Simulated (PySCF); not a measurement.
Compound: C₄H₄F₂.
Z-matrix (Å and degrees, PBE0-D3(BJ)/def2-SVP geometry), rows numbered from 1:
```
F 
C   1  1.3660
C   2  1.4702  1  111.78
C   3  1.2898  2  156.73  1    -1.82
F   4  1.3047  3  148.71  2     0.72
C   4  1.4670  3   67.66  2  -179.75
H   2  1.1058  1  109.21  3   121.48
H   2  1.1060  1  109.15  3  -121.45
H   6  1.1038  3  119.12  4   107.25
H   6  1.1037  3  119.14  4  -107.15
```

Method used: PySCF 2.14.0, PBE0-D3(BJ)/def2-SVP geometry optimisation, gas phase.

Masses are those of the commonest isotopes; rigid-rotor values at the optimised geometry. The values belong to one conformer with, in the numbering `[F:1][CH2:2][C:3]1=[C:4]([F:5])[CH2:6]1`, F1–C2–C3–C4 -2°.

Question: What are A, B and C (GHz)?

Answer: Ia = 78.13, Ib = 219.66, Ic = 291.16 u·Å²; 505379 MHz·u·Å²/I gives 6469, 2301 and 1736 MHz, that is A = 6.4686, B = 2.3007, C = 1.7357 GHz.

Question: Classify the top.

Answer: An asymmetric top: κ = (2 × 2301 − 6469 − 1736)/(6469 − 1736) = -0.76.

Question: Is it planar, by Δ = Ic − Ia − Ib?

Answer: Not planar: Δ = Ic − Ia − Ib = -6.63 u·Å². For a rigid frame Δ = −2 Σ m c², so Σ m c² = 3.32 u·Å² lies off the ab plane, practically all of it from hydrogen. The atom farthest from that plane is 0.94 Å away.

Question: Give the other two planar moments, Paa and Pbb, and the rms extents of the mass along the axes.

Answer: Paa = Σ m a² = (Ib + Ic − Ia)/2 = 216.35 and Pbb = Σ m b² = (Ia + Ic − Ib)/2 = 74.81 u·Å². With the mass M = 90.03 u, the rms extents √(P/M) along a, b and c are 1.55, 0.91, 0.19 Å.

Question: Predict some low-J microwave lines.

Answer: The dipole components are |μa| = 0.25 D, |μb| = 2.11 D, |μc| = 0.00 D; the mirror of this Cs structure is the ab plane, so μc vanishes by symmetry (the 0.03 D computed is a residue) and there are no c-type lines. Intensities carry the squares of the components, which stand as 0.01 : 1.00 (a : b). Some of the stronger lines:

```
type  branch         J(Ka,Kc)    MHz  lower level (cm⁻¹)
   b       R  3(1,2) ← 2(2,1)    418               0.998
   a       Q  3(1,2) ← 3(1,3)   3387               0.899
   b       R  2(0,2) ← 1(1,1)   3851               0.274
   b       Q  1(1,0) ← 1(0,1)   4733               0.135
   b       Q  2(1,1) ← 2(0,2)   5351               0.402
   b       Q  3(1,2) ← 3(0,3)   6375               0.799
   b       R  1(1,1) ← 0(0,0)   8204               0.000
   b       R  3(0,3) ← 2(1,2)   8241               0.524
   a       R  2(1,1) ← 1(1,0)   8638               0.293
   a       R  3(1,3) ← 2(1,2)  11230               0.524
   b       R  2(1,2) ← 1(0,1)  11676               0.135
   b       Q  3(2,1) ← 3(1,2)  11956               1.012
   a       R  3(2,1) ← 2(2,0)  12321               1.000
   b       Q  2(2,0) ← 2(1,1)  12557               0.581
   a       R  3(1,2) ← 2(1,1)  12921               0.581
   b       Q  2(2,1) ← 2(1,2)  14198               0.524
   b       R  3(1,3) ← 2(0,2)  14886               0.402
   b       Q  3(2,2) ← 3(1,3)  15078               0.899
   b       R  2(2,1) ← 1(1,0)  21141               0.293
   b       R  2(2,0) ← 1(1,1)  21760               0.274
   b       Q  3(3,0) ← 3(2,1)  22022               1.410
   b       Q  3(3,1) ← 3(2,2)  22284               1.402
   b       R  3(2,2) ← 2(1,1)  24613               0.581
   b       R  3(2,1) ← 2(1,2)  26573               0.524
   b       R  3(3,1) ← 2(2,0)  34339               1.000
   b       R  3(3,0) ← 2(2,1)  34396               0.998
```

Question: Estimate the classical rotational partition function at 10 K, 25 K and 200 K.

Answer: Point group Cs, symmetry number σ = 1; q = (√π/σ)·√((kT/h)³/(ABC)), k/h = 20836.6 MHz/K: 1050 at 10 K, 4150 at 25 K, 93800 at 200 K.

No PBE0-D3(BJ)/def2-SVP frequencies stand behind this structure, so it isn't proved a minimum. No vibrational averaging or centrifugal distortion is included, and the geometry carries the error of its method.
